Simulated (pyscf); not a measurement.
`[CH3]` [doublet] + `[SiH3][Cl]` → `[CH3][SiH2][Cl]` + `[H]` [doublet], a substitution at Si (doublet surface; H–Si broken, C–Si formed). PySCF, gas phase, ωB97X-D3(BJ)/def2-SVP geometries. MP2 and CC: frozen core, UHF for open shells. ΔMP2 is the change of the MP2 total energy from the triple- to the quadruple-zeta basis. Energies in kcal/mol from the separated reactants.

Small-basis levels: PySCF, no dispersion term, spherical d functions. AM1 to PM7: differences of heats of formation from MOPAC, which are fitted to 298 K values and so differ in kind from electronic energies by zero-point and thermal terms. Open shells are spin-unrestricted. 

| level | barrier | reaction energy |
|---|---|---|
| HF/3-21G | 37.5 | +1.0 |
| HF/6-31G* | 42.2 | +6.1 |
| MP2/6-31G* | 23.8 | -7.6 |
| BP86/6-31G* | (withheld) | +2.9 |
| B3LYP/STO-3G | 16.8 | +6.0 |
| M06-2X/6-31G* | 13.5 | -2.0 |
| B3LYP/6-311+G** | 17.0 | +5.9 |
| B3LYP/def2-SVP | 14.8 | +3.8 |
| PM7 | (withheld) | +4.5 |
| CCSD(T)/def2-TZVPP + ΔMP2(QZVPP) | (withheld) | +1.6 |

What belongs in the gaps?


- BP86/6-31G*, barrier: 7.5
- PM7, barrier: 19.5
- CCSD(T)/def2-TZVPP + ΔMP2(QZVPP), barrier: 18.8

Against the last row the barrier runs from -11.3 (BP86/6-31G*) to +23.4 kcal/mol (HF/6-31G*); PM7 happens to lie closest here (0.7 kcal/mol apart). CCSD(T)/def2-TZVPP + ΔMP2(QZVPP) has limits of its own. The same reactants have a lower exit, to CH₄ + •H₂Si–Cl (barrier +7.5 kcal/mol at ωB97M-D3(BJ)/def2-TZVP, against +15.5 kcal/mol here). This is the saddle that the search found; another between the same sides may lie lower. The angle at the attacked Si is 163°. The CCSD(T) − MP2 part came from Ansatz, without density fitting, on the same reference.
